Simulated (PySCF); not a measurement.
# Gas-phase XPS of `CP1(=O)CC1`, computed

C3H7OP.
Numbering: `[CH3:1][P:2]1(=[O:3])[CH2:4][CH2:5]1`

Method used: delta-SCF UKS SCAN, pcX-2 on the ionised atom, pcseg-1 elsewhere, spin-free X2C (PySCF). These are vertical core ionisation energies against the vacuum level, from separate self-consistent calculations with and without the core hole.

Question: What binding energy does each computed site have?

Answer: 
| atom(s) | bonded to | level | binding energy (eV) | 2p1/2 (eV) | above the level's lowest (eV) | count |
| --- | --- | --- | --- | --- | --- | --- |
| C1 | 3 H and P | C 1s | 291.21 | – | +0.59 | 1 |
| P2 | O (double bond) and 3 C | P 2p3/2 | 137.90 | 138.78 | 0.00 | 1 |
| P2 | O (double bond) and 3 C | P 1s | 2151.82 | – | 0.00 | 1 |
| O3 | P (double bond) | O 1s | 536.26 | – | 0.00 | 1 |
| C4/C5 | C, 2 H and P | C 1s | 290.62 | – | 0.00 | 2 |

The listed C 1s values span 0.59 eV, from C4/C5 (bonded to C, 2 H and P) to C1 (bonded to 3 H and P).

Question: Which effective nuclear charge Zeff reproduces each element's mean 1s value in the hydrogen-like formula E = 13.606 eV × Zeff²?

Answer: C (Z = 6): mean 290.8 eV, Zeff = 4.62, Z − Zeff = 1.38; O (Z = 8): mean 536.3 eV, Zeff = 6.28, Z − Zeff = 1.72; P (Z = 15): mean 2151.8 eV, Zeff = 12.58, Z − Zeff = 2.42. Means run over the listed sites, weighted by atom count.

Atoms equivalent by their bonding share one computed value, that of the first of them. Spin–orbit and ligand-field terms were added within each 2p shell after the spin-free SCF. 2p1/2 minus 2p3/2 (ligand field included): P 0.89 eV. Geometry: GFN2-xTB; no solvent, vibrations or thermal averaging.
